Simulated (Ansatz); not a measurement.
Task: harmonic frequencies at the relaxed geometry of CH6Si, SMILES C[SiH3], with Ansatz's Python interface. Give the script and its output. Level of theory (for the species named): r2SCAN, cc-pVDZ basis, multiplicity 1.

```
atom    x (Å)    y (Å)    z (Å)
   C  -0.1401   0.1892  -0.9112
  Si   0.1526  -0.2268   0.8291
   H  -1.2832   0.1198  -1.1746
   H   0.4520  -0.3854  -1.6191
   H   0.0869   1.2679  -1.1388
   H  -0.6212   0.6576   1.7513
   H   1.6277  -0.0579   1.1360
   H  -0.1827  -1.6214   1.0714
```

`freq.py`
```python
"""Vibrations of CH6Si."""

from dataclasses import dataclass
import itertools
import warnings

import ansatz
from ase import Atoms
from ase.data import atomic_numbers, covalent_radii
import numpy as np


@dataclass(frozen=True)
class RunConfig:
    basis: str = "cc-pVDZ"
    functional: str = "r2scan"


cfg = RunConfig()

warnings.simplefilter("ignore", ansatz.DeckWarning)

atoms = Atoms(["C", "Si", "H", "H", "H", "H", "H", "H"], positions=[
    [-0.1401, 0.1892, -0.9112],
    [0.1526, -0.2268, 0.8291],
    [-1.2832, 0.1198, -1.1746],
    [0.452, -0.3854, -1.6191],
    [0.0869, 1.2679, -1.1388],
    [-0.6212, 0.6576, 1.7513],
    [1.6277, -0.0579, 1.136],
    [-0.1827, -1.6214, 1.0714],
])
geometry = ansatz.Crystal.molecule_from_ase(atoms)

calc = geometry.calculation()
calc = calc.basis(gaussian=cfg.basis)
calc = calc.functional(cfg.functional)
symbols = [site.symbol for site in geometry.cartesian_sites]
start = np.array([site.position_ang for site in geometry.cartesian_sites], dtype=float)
report = calc.relax(force_tolerance=0.003, max_steps=100).run(threads=1).report
end = np.array(report["positions_ang"])

# pairs closer than 1.2 times the sum of covalent radii, before or after
radius = [covalent_radii[atomic_numbers[s]] for s in symbols]
span = lambda where, i, j: np.linalg.norm(where[i] - where[j])
bonded = [(i, j) for i, j in itertools.combinations(range(len(symbols)), 2) if min(span(start, i, j), span(end, i, j)) < 1.2 * (radius[i] + radius[j])]
print("pair        before    after (A)")
for i, j in bonded:
    print(f"{symbols[i]}{i}-{symbols[j]}{j}".ljust(10), f"{span(start, i, j):8.4f} {span(end, i, j):8.4f}")
for first, second in list(itertools.combinations(bonded, 2)):
    shared = set(first) & set(second)
    if shared and symbols[(j := shared.pop())] != "H":
        i, k = sorted((set(first) | set(second)) - {j})
        u, v = end[i] - end[j], end[k] - end[j]
        angle = np.degrees(np.arccos(np.clip(u @ v / np.linalg.norm(u) / np.linalg.norm(v), -1, 1)))
        print(f"final angle {symbols[i]}{i}-{symbols[j]}{j}-{symbols[k]}{k}: {angle:.2f} deg")

# frequencies need a stationary point, so they are taken at the relaxed geometry
minimum = ansatz.Crystal.molecule()
for symbol, place in zip(symbols, end):
    minimum = minimum.atom(symbol, place.tolist())
vibrating = (
    minimum.calculation()
    .basis(gaussian=cfg.basis)  # atom-centred Gaussian functions
    .functional(cfg.functional)
    .phonons(temperatures=(200, 600, 100))
)
vib = vibrating.run(threads=1).report["vibrations"]
sums = vib["harmonic_sums"]
modes = [m["omega_inv_cm"] for m in sums["modes_at_gamma"] if m["rigid_motion"] == "no"]
print("frequencies (1/cm):", " ".join(f"{w:.0f}" for w in modes))
print("imaginary modes:", sum(w < 0 for w in modes), " zero-point energy:", round(sums["zero_point_energy_ev"], 4), "eV")
print("T (K)   F_vib (eV)   S_vib (meV/K)   C_vib (meV/K)")
for row in zip(sums["temperatures_k"], sums["vibrational_free_energy_ev"], vib["entropy_ev_per_k"], vib["heat_capacity_ev_per_k"]):
    print(f"{row[0]:6.1f} {row[1]:11.4f} {1000 * row[2]:13.4f} {1000 * row[3]:15.4f}")
```

Output of `python freq.py`:
```text
pair        before    after (A)
C0-Si1       1.8131   1.8862
C0-H2        1.1751   1.1014
C0-H3        1.0871   1.1014
C0-H4        1.1256   1.1014
Si1-H5       1.4938   1.4994
Si1-H6       1.5161   1.4994
Si1-H7       1.4547   1.4994
final angle Si1-C0-H2: 110.82 deg
final angle Si1-C0-H3: 110.82 deg
final angle Si1-C0-H4: 110.82 deg
final angle C0-Si1-H5: 110.64 deg
final angle C0-Si1-H6: 110.64 deg
final angle C0-Si1-H7: 110.64 deg
final angle H2-C0-H3: 108.09 deg
final angle H2-C0-H4: 108.09 deg
final angle H3-C0-H4: 108.09 deg
final angle H5-Si1-H6: 108.28 deg
final angle H5-Si1-H7: 108.28 deg
final angle H6-Si1-H7: 108.28 deg
frequencies (1/cm): 206 508 508 694 874 875 919 946 946 1254 1434 1434 2192 2199 2199 3044 3145 3145
imaginary modes: 0  zero-point energy: 1.6442 eV
T (K)   F_vib (eV)   S_vib (meV/K)   C_vib (meV/K)
 200.0      1.6387        0.0892          0.1776
 300.0      1.6248        0.1930          0.3475
 400.0      1.5994        0.3155          0.5076
 500.0      1.5615        0.4437          0.6433
 600.0      1.5107        0.5714          0.7574
```

The frequencies are harmonic and unscaled, in a modest basis. The result belongs to the one conformer reached from this start, and soft torsions count as harmonic oscillators. Finished in 65 s on 1 thread of Arm Neoverse V2, with other jobs on the host, peak memory 0.19 GiB.

(A comment or docstring line of the script was reworded after the run, the code is as it ran; lines on the test bed's own set-up are left out of the output.)
